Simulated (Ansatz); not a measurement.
# CH3AlS: vertical and adiabatic energies of changing the electron count from a Python script

Aim: vertical and adiabatic energies of changing the electron count, for CH3AlS, run from a script.

Computed with Ansatz 0.2.0 through its Python package. Level of theory: r2SCAN/6-31G*.

### 1 The structure

Bond lengths: C1–Al2 1.936 Å, C1–S3 1.731 Å, Al2–S3 2.312 Å, C1–H4 1.081 Å, C1–H5 1.118 Å, Al2–H6 1.614 Å. Angles: C1–Al2–S3 47.1°, C1–Al2–H6 136.7°, S3–Al2–H6 149.5°, Al2–C1–S3 78.0°, Al2–C1–H4 114.7°, Al2–C1–H5 116.9°, S3–C1–H4 113.9°, S3–C1–H5 117.7°, H4–C1–H5 111.9°, C1–S3–Al2 55.0°.

The script holds or builds the structure itself.

### 2 The code

Contents of ch3als_adiabatic.py:

```python
'''How CH3AlS relaxes after losing an electron.'''

import itertools

import ansatz as az
from ase.data import atomic_numbers, covalent_radii
import numpy as np

GEOMETRY = '''
C    -0.18320   -0.30050   -0.67520
Al   -0.00370    0.39470    1.12280
S     0.48390   -1.65500    0.17050
H    -1.20280   -0.44750   -1.00240
H     0.44410    0.17840   -1.46760
H     0.50380    1.76590    1.80580
'''

geometry = az.Crystal.molecule()
for line in GEOMETRY.strip().splitlines():
    symbol, *xyz = line.split()
    geometry = geometry.atom(symbol, [float(v) for v in xyz])

job = geometry.calculation()
job = job.basis(gaussian='6-31G*')
job = job.functional('r2scan')
symbols = [site.symbol for site in geometry.cartesian_sites]
start = np.array([site.position_ang for site in geometry.cartesian_sites], dtype=float)
summary = job.relax(force_tolerance=0.01).run(threads=1, backend='cpu').report
end = np.array(summary['positions_ang'])

minimum = az.Crystal.molecule()
for symbol, place in zip(symbols, end):
    minimum = minimum.atom(symbol, place.tolist())
ion = (
    minimum.calculation()
    .basis(gaussian='6-31G*')
    .functional('r2scan')
    .charge(1)
    .spin('collinear', total=1)
)
vertical = ion.run(threads=1, backend='cpu').report
settled = ion.relax(force_tolerance=0.01, max_steps=80).run(threads=1, backend='cpu').report
print(f'vertical ionisation energy   {vertical["free_energy_ev"] - summary["free_energy_ev"]:.3f} eV')
print(f'adiabatic, no zero point     {settled["free_energy_ev"] - summary["free_energy_ev"]:.3f} eV')
print(f'relaxation energy of the ion {vertical["free_energy_ev"] - settled["free_energy_ev"]:.3f} eV')
ionised = np.array(settled['positions_ang'])
# pairs closer than 1.2 times the sum of covalent radii, before or after
radius = [covalent_radii[atomic_numbers[s]] for s in symbols]
span = lambda where, i, j: np.linalg.norm(where[i] - where[j])
bonded = [(i, j) for i, j in itertools.combinations(range(len(symbols)), 2) if min(span(end, i, j), span(ionised, i, j)) < 1.2 * (radius[i] + radius[j])]
print('pair        before    after (A)')
for i, j in bonded:
    print(f'{symbols[i]}{i}-{symbols[j]}{j}'.ljust(10), f'{span(end, i, j):8.4f} {span(ionised, i, j):8.4f}')
```

### 3 What the engine is handed

The package turns the script's settings into the engine's input (first run):

```yaml
crystal:
  periodic: [false, false, false]
  atoms:
    - { symbol: C, position_ang: [-0.1832, -0.3005, -0.6752] }
    - { symbol: Al, position_ang: [-0.0037, 0.3947, 1.1228] }
    - { symbol: S, position_ang: [0.4839, -1.655, 0.1705] }
    - { symbol: H, position_ang: [-1.2028, -0.4475, -1.0024] }
    - { symbol: H, position_ang: [0.4441, 0.1784, -1.4676] }
    - { symbol: H, position_ang: [0.5038, 1.7659, 1.8058] }
basis:
  gaussian:
    orbitals: "6-31G*"
hamiltonian:
  xc: r2scan
relax:
  f_tol: 0.01
```

### 4 The run

Command:

```
> python ch3als_adiabatic.py
```

The program printed:

```text
vertical ionisation energy   9.047 eV
adiabatic, no zero point     8.408 eV
relaxation energy of the ion 0.639 eV
pair        before    after (A)
C0-Al1       1.9234   2.1865
C0-S2        1.9415   1.7845
C0-H3        1.0917   1.0951
C0-H4        1.0916   1.0897
Al1-S2       2.1308   2.1293
Al1-H5       1.5746   1.5554
```

It took 2.7 min on 1 thread of Arm Neoverse V1, shared host; peak memory 0.27 GiB.

### 5 What changed from run to run

The engine's inputs for the other runs:

Run 2, against run 1:

```diff
@@ -4,6 +4,6 @@
-    - { symbol: C, position_ang: [-0.1832, -0.3005, -0.6752] }
-    - { symbol: Al, position_ang: [-0.0037, 0.3947, 1.1228] }
-    - { symbol: S, position_ang: [0.4839, -1.655, 0.1705] }
-    - { symbol: H, position_ang: [-1.2028, -0.4475, -1.0024] }
-    - { symbol: H, position_ang: [0.4441, 0.1784, -1.4676] }
-    - { symbol: H, position_ang: [0.5038, 1.7659, 1.8058] }
+    - { symbol: C, position_ang: [-0.23889018923182528, -0.17560771363434702, -0.7736873188348672] }
+    - { symbol: Al, position_ang: [0.23733250944612974, 0.5125205481700135, 0.9581028363107756] }
+    - { symbol: S, position_ang: [0.5367729256802688, -1.5199729077107025, 0.39268799054505826] }
+    - { symbol: H, position_ang: [-1.260178612595042, -0.4483971403341906, -1.046222561177199] }
+    - { symbol: H, position_ang: [0.38150369171705134, -0.035932943194852046, -1.6609227159787] }
+    - { symbol: H, position_ang: [0.3855596749834176, 1.6033901567040785, 2.083941769134933] }
@@ -15,2 +15,4 @@
-relax:
-  f_tol: 0.01
+magnetization:
+  spin_polarized: true
+  initial_magnetization: 1.0
+total_charge: 1.0
```

Run 3, against run 1:

```diff
@@ -4,6 +4,6 @@
-    - { symbol: C, position_ang: [-0.1832, -0.3005, -0.6752] }
-    - { symbol: Al, position_ang: [-0.0037, 0.3947, 1.1228] }
-    - { symbol: S, position_ang: [0.4839, -1.655, 0.1705] }
-    - { symbol: H, position_ang: [-1.2028, -0.4475, -1.0024] }
-    - { symbol: H, position_ang: [0.4441, 0.1784, -1.4676] }
-    - { symbol: H, position_ang: [0.5038, 1.7659, 1.8058] }
+    - { symbol: C, position_ang: [-0.23889018923182528, -0.17560771363434702, -0.7736873188348672] }
+    - { symbol: Al, position_ang: [0.23733250944612974, 0.5125205481700135, 0.9581028363107756] }
+    - { symbol: S, position_ang: [0.5367729256802688, -1.5199729077107025, 0.39268799054505826] }
+    - { symbol: H, position_ang: [-1.260178612595042, -0.4483971403341906, -1.046222561177199] }
+    - { symbol: H, position_ang: [0.38150369171705134, -0.035932943194852046, -1.6609227159787] }
+    - { symbol: H, position_ang: [0.3855596749834176, 1.6033901567040785, 2.083941769134933] }
@@ -14,0 +15,4 @@
+magnetization:
+  spin_polarized: true
+  initial_magnetization: 1.0
+total_charge: 1.0
@@ -16,0 +21 @@
+  max_steps: 80
```

### 6 What each run gave

One row for each of the 3 runs:

```csv
run,kind of run,system,unpaired or total moment,energy (eV),<S²>,SCF cycles in all,CPU time (s)
1,relaxation,CH3AlS,not set,-18514.7832,0.00,77,26
2,single point,"CH3AlS, charge +1",1,-18505.7362,0.76,63,23
3,relaxation,"CH3AlS, charge +1",1,-18506.3754,0.76,193,110
```

Totals carry meaning only in balanced differences at one level of theory.

### 7 Path of the relaxation of run 1

The steps of the relaxation:

| step | E - E(step 1) (eV) | largest force component (eV/Å) |
| --- | --- | --- |
| 1 | 0.0000 | 3.1802 |
| 2 | -0.6355 | 1.7862 |
| 3 | -0.8359 | 0.7287 |
| 4 | -0.8652 | 0.1958 |
| 5 | -0.8645 | 0.1891 |
| 6 | -0.8694 | 0.0271 |
| 7 | -0.8695 | 0.0055 |

Step 1 is the start. Step 5 was tried and not accepted.

Before: Bond lengths: C1–Al2 1.936 Å, C1–S3 1.731 Å, Al2–S3 2.312 Å, C1–H4 1.081 Å, C1–H5 1.118 Å, Al2–H6 1.614 Å. Angles: C1–Al2–S3 47.1°, C1–Al2–H6 136.7°, S3–Al2–H6 149.5°, Al2–C1–S3 78.0°, Al2–C1–H4 114.7°, Al2–C1–H5 116.9°, S3–C1–H4 113.9°, S3–C1–H5 117.7°, H4–C1–H5 111.9°, C1–S3–Al2 55.0°.

After: Bond lengths: C1–Al2 1.923 Å, C1–S3 1.941 Å, Al2–S3 2.131 Å, C1–H4 1.092 Å, C1–H5 1.092 Å, Al2–H6 1.575 Å. Angles: C1–Al2–S3 56.9°, C1–Al2–H6 156.2°, S3–Al2–H6 146.9°, Al2–C1–S3 66.9°, Al2–C1–H4 123.1°, Al2–C1–H5 123.0°, S3–C1–H4 110.5°, S3–C1–H5 110.5°, H4–C1–H5 111.1°, C1–S3–Al2 56.1°.

### 8 The relaxation of run 3, step by step

Step by step:

| step | energy from step 1 (eV) | largest force component (eV/Å) |
| --- | --- | --- |
| 1 | 0.0000 | 2.3691 |
| 2 | -0.2730 | 1.1509 |
| 3 | -0.3774 | 1.0124 |
| 4 | -0.2303 | 3.0581 |
| 5 | -0.4725 | 0.9953 |
| 6 | -0.5323 | 0.9915 |
| 7 | -0.5607 | 0.8009 |
| 8 | -0.6201 | 0.3093 |
| 9 | -0.6309 | 0.2329 |
| 10 | -0.6346 | 0.1723 |
| 11 | -0.6377 | 0.1163 |
| 12 | -0.6383 | 0.0672 |
| 13 | -0.6391 | 0.0214 |
| 14 | -0.6392 | 0.0075 |

Step 1 is the start. Step 4 was tried and not accepted.

Before: Bond lengths: C1–Al2 1.923 Å, C1–S3 1.941 Å, Al2–S3 2.131 Å, C1–H4 1.092 Å, C1–H5 1.092 Å, Al2–H6 1.575 Å. Angles: C1–Al2–S3 56.9°, C1–Al2–H6 156.2°, S3–Al2–H6 146.9°, Al2–C1–S3 66.9°, Al2–C1–H4 123.1°, Al2–C1–H5 123.0°, S3–C1–H4 110.5°, S3–C1–H5 110.5°, H4–C1–H5 111.1°, C1–S3–Al2 56.1°.

After: Bond lengths: C1–Al2 2.187 Å, C1–S3 1.784 Å, Al2–S3 2.129 Å, C1–H4 1.095 Å, C1–H5 1.090 Å, Al2–H6 1.555 Å. Angles: C1–Al2–S3 48.8°, C1–Al2–H6 143.0°, S3–Al2–H6 168.1°, Al2–C1–S3 63.9°, Al2–C1–H4 102.6°, Al2–C1–H5 125.0°, S3–C1–H4 120.0°, S3–C1–H5 117.6°, H4–C1–H5 116.6°, C1–S3–Al2 67.3°.

### 9 Outcome

| quantity | value |
| --- | --- |
| vertical ionisation energy | 9.047 eV |
| adiabatic ionisation energy, no zero point | 8.408 eV |
| runs compared | 3 |

What this shows: The ionisation energy is a difference of two total energies at the neutral geometry; letting the ion relax lowers it by 0.64 eV. In CPU time, run 3 cost about 4.9 times as much as run 2. Run 1: The relaxation took 5 moves; the largest shift is 0.343 Å, of atom 6 (H). Run 3: After 12 moves the largest shift is 0.262 Å, of atom 4 (H). The energies are electronic: no zero-point or thermal terms, and the basis set is short of its limit. The product may relax into another structure. The relaxation finds the nearest minimum, so the adiabatic value is an upper bound.
